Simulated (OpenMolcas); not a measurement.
## Which level was it?

SiO2: 3 atoms, total charge 0, spin state singlet. As SMILES, `O=[Si]=O`. The coordinates come from a PBE0-D4/def2-TZVP relaxation.

```xyz
3

O     0.6977    1.2296    0.5188
Si    0.0000    0.0000    0.0000
O    -0.6977   -1.2296   -0.5188
```

A calculation with OpenMolcas 26.06 gave:

```json
{"total energy": "-439.9417 Eh", "dipole moment": "0.00 D", "HOMO energy": "-11.46 eV", "LUMO energy": "-2.32 eV", "HOMO–LUMO gap": "9.14 eV", "largest force": "0.032 eV/Å"}
```

Which of these levels gave the numbers?
A. HF/cc-pVTZ
B. PBE/cc-pVTZ
C. HF/STO-3G
D. M06-2X/cc-pVTZ

D. The others give -439.7230 Eh (PBE/cc-pVTZ), -433.1365 Eh (HF/STO-3G), -438.7191 Eh (HF/cc-pVTZ).
